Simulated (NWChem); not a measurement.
Species: HS anion

```xyz
2

S      0.0000     0.0000    -0.0799
H      0.0000     0.0000     1.2780
```
Atoms are numbered in this order, from 1.

All runs: NWChem. Pople sets run with spherical d functions. Sets without diffuse functions describe the anion's extra electron poorly. Coordinates come from a B3LYP/def2-SVPD optimisation. The highest occupied level is positive in some or all of these runs, so the extra electron may be held by the finite basis. Level r2SCAN/6-31G*: energy and gradient on several grids; changes count from the extra-fine grid, which is no exact limit either.

| grid | size of the energy change (μHa) | largest change of a gradient component (μHa/bohr) |
|---|---|---|
| xcoarse | 100 | 400 |
| coarse | < 10 | 300 |
| medium | < 10 | < 30 |
| fine | < 10 | < 30 |
| xfine | < 10 | < 30 |
